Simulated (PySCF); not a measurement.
# Dipole moment and polarisability across levels of theory

H2S.
SMILES: `S`

PySCF, dipoles from the SCF density, polarisabilities from static response with core orbitals frozen. Geometry: PBE0-D3(BJ)/def2-SVP; no solvent, vibrations or thermal averaging.

Reference dipole: 0.977 D (measured, gas; NIST CCCBDB Release 22 (SRD 101), experimental dipoles). Reference dipole: 0.994 D (computed, CCSD(T)/CBS, all electrons, equilibrium geometry, gas; Hait, Head-Gordon, J. Chem. Theory Comput. 14 (2018) 1969). Reference polarisability: 3.631 Å³ (measured, gas; NIST CCCBDB Release 22 (SRD 101), experimental polarizabilities). Reference polarisability: 3.587 Å³ (computed, CCSD(T)/CBS, static electronic, isotropic average, equilibrium geometry, gas; Hait, Head-Gordon, Phys. Chem. Chem. Phys. 20 (2018) 19800). Errors are taken against the first value of each kind. The anisotropy is √(½[(α1 − α2)² + (α2 − α3)² + (α3 − α1)²]).

| level | μ (D) | error (%) | α (Å³) | error (%) | anisotropy (Å³) |
| --- | --- | --- | --- | --- | --- |
| LDA/def2-SVPD | 1.066 | +9.1 | 3.81 | +4.8 | 0.18 |
| PBE/def2-SVPD | 1.016 | +4.0 | 3.76 | +3.6 | 0.20 |
| B3LYP/def2-SVPD | 1.011 | +3.5 | 3.69 | +1.5 | 0.13 |
| PBE0/def2-SVPD | 1.072 | +9.7 | 3.64 | +0.2 | 0.13 |
| BHandHLYP/def2-SVPD | 1.061 | +8.6 | 3.57 | -1.6 | 0.07 |
| CAM-B3LYP/def2-SVPD | 1.059 | +8.4 | 3.64 | +0.2 | 0.09 |
| wB97X-D/def2-SVPD | 1.101 | +12.7 | 3.61 | -0.6 | 0.11 |
| LC-wPBE/def2-SVPD | 1.149 | +17.6 | 3.53 | -2.9 | 0.07 |
| HF/def2-SVPD | 1.132 | +15.9 | 3.49 | -3.8 | 0.07 |
| PBE0/6-31G* | 1.492 | +52.7 | 2.17 | -40.2 | 0.85 |
| PBE0/6-31+G* | 1.506 | +54.2 | 2.55 | -29.7 | 0.14 |
| PBE0/def2-SVP | 1.351 | +38.2 | 2.13 | -41.4 | 1.04 |
| PBE0/aug-cc-pVDZ | 1.083 | +10.9 | 3.51 | -3.3 | 0.05 |
| PBE0/def2-TZVP | 1.163 | +19.0 | 2.70 | -25.5 | 0.77 |
| PBE0/def2-TZVPD | 1.023 | +4.7 | 3.69 | +1.6 | 0.10 |
| PBE0/aug-cc-pVTZ | 1.039 | +6.4 | 3.66 | +0.9 | 0.08 |

For the dipole, the smallest error is 3.5% (B3LYP/def2-SVPD) and the largest 54.2% (PBE0/6-31+G*). For the polarisability, the smallest error is 0.2% (PBE0/def2-SVPD and CAM-B3LYP/def2-SVPD) and the largest 41.4% (PBE0/def2-SVP). The dipole runs from 1.01 D (B3LYP/def2-SVPD) to 1.51 D (PBE0/6-31+G*). In one basis (def2-SVPD) the functionals order the polarisability from HF (lowest) to LDA (highest), a spread of 9%. With PBE0 the polarisability is 2.33 Å³ without diffuse functions (mean of 6-31G*, def2-SVP and def2-TZVP) and 3.41 Å³ with them (mean of 6-31+G*, def2-SVPD, aug-cc-pVDZ, def2-TZVPD and aug-cc-pVTZ). Measured values can belong to vibrating molecules; the computed ones are for one fixed geometry.
